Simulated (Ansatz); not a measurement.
in.yaml

```yaml
crystal:
  periodic: [false, false, false]
  atoms:
    - {symbol: P, position_ang: [0.000000, 0.000000, 0.000000]}
    - {symbol: Be, position_ang: [0.000000, 0.000000, 5.532000]}
basis:
  gaussian: {orbitals: cc-pVDZ, occupation: {up: {"A1": 6, "B1": 2, "B2": 1}, down: {"A1": 6, "B1": 2, "B2": 1}}}
total_charge: 1
correlation: {method: fci, electrons: outside_noble_gas}
```

```sh
$ ansatz run in.yaml --threads 1 --pin off --events-out ev --progress --plain --max-ram 2393MiB
```

Log:

```
535 factors; integrals over basis functions are off by at most 1.2e-7 eV
mean field evaluation 1: about -9643.4881 eV, gradient 2.3e1 eV
mean field evaluation 2: about -9651.9199 eV, gradient 1.7e1 eV
mean field evaluation 4: about -9655.7268 eV, gradient 3.6e-1 eV
mean field evaluation 8: about -9655.7316 eV, gradient 6.5e-4 eV
mean field -9655.73157752 eV, -354.8415905839 hartree, gradient 1.6e-6 eV, S^2 0.000000; 0 other end points of the search recorded, 0 dependent functions left out; unrestricted orbitals would lower it
mean field evaluation 16: about -9655.8898 eV, gradient 8.9e0 eV
mean field evaluation 32: about -9658.7651 eV, gradient 1.2e-3 eV
unrestricted determinant -9658.76513946 eV, -354.9530719289 hartree, S^2 2.0327
6 core orbitals not correlated: weight in the atoms' cores, before any rotation towards them, 1.000 or more for the frozen orbitals, at most 0.000 for the correlated occupied ones
reference -9655.73157752 eV, -354.8415905839 hartree; 3, 3 occupied and 23, 23 virtual orbitals, 535 factors
state -9660.14143388 eV, -355.0036498159 hartree
Total energy: -9660.14143388 eV, -355.0036498159 hartree
```

Ran on 1 thread of Arm Neoverse V2, shared host: 6.5 s wall, 0.24 GiB peak host memory.
